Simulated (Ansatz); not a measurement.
# Several solutions for singlet MgO

```yaml
atoms:
  - { symbol: Mg, position_ang: [0.0000, 0.0000, 0.0000] }
  - { symbol: O, position_ang: [0.0000, 0.0000, 3.8500] }
```

Basis set: 6-31G (spherical functions). Charge 0, multiplicity 1.

UHF was run from several starts with Ansatz (development build ahead of 0.2.0).

```tsv
run	program	start	converged	energy (hartree)	<S²>
A	Ansatz	atomic start, no search	yes	-274.25222	0.00
B	Ansatz	stability test followed	yes	-274.33188	1.02
C	Ansatz	search for the lowest state	yes	-274.33188	1.02
```

Task: Which runs reached the lowest solution of this kind, and what is wrong with the others?

Result: B, C reached the lowest solution found. Converged but too high: A by 2.17 eV. Convergence only shows a stationary point, and even a stable one can lie too high; stability tests and further starts are what find lower ones. Caution: another spin multiplicity may lie lower. Caution: the unrestricted determinant is a mixture of spin states.
